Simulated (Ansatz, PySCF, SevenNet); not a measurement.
## Zinc-blende GaSb, bulk modulus B0

Reference value: 57 GPa (measured, temperature not stated, no zero-point or thermal correction; as tabulated in Toher et al. (2017), arXiv:1611.05714).

What do SevenNet-0, LDA, PBE, r²SCAN+SOC, B3LYP (VWN-RPA form), HSE06, r²SCAN0, Hartree–Fock, MP2 give, and how far is each from the reference?


```csv
level (code),value (GPa),cell (Å³/atom),difference (%)
SevenNet-0,41.4,30.04,-27
LDA (Ansatz),55.4,27.66,-2.8
PBE (Ansatz),44.7,29.99,-22
r²SCAN+SOC (Ansatz),52.6,28.83,-7.7
B3LYP (VWN-RPA form) (Ansatz),44.0,30.38,-23
HSE06 (Ansatz),53.7,28.92,-5.8
r²SCAN0 (Ansatz),59.5,28.28,+4.4
Hartree–Fock (Ansatz),59.2,30.14,+3.9
MP2 (PySCF),56.5 ± 2,28.85,-0.9
```

The reference's temperature isn't stated, so close values are not ranked against it. Off by more than 20 %, or 28 % on the side where a correction would as a rule narrow the miss (bounds picked here): SevenNet-0 (-27 %), B3LYP (VWN-RPA form) (-23 %), PBE (-22 %).

The reference isn't brought to a static lattice, while the calculations are for one, so the differences are not the levels' errors alone. A static lattice is as a rule stiffer than a warm one, by over a tenth in soft solids.  A ± on a computed value is a rough bar: the spread of its extrapolation, a floor set from checks against published values, or a statistical error. Each level is taken at its own relaxed cell. Cutoffs and k meshes differ between the levels. Ansatz's density-functional and Hartree–Fock values are scalar-relativistic unless marked +SOC, with PAW data made under PBE.

Machine-learned potentials (SevenNet-0) are trained on DFT data: a solid inside that data is no test of them.

Differences are worked out from the printed values.

Ansatz is a quantum-chemistry and plane-wave program.
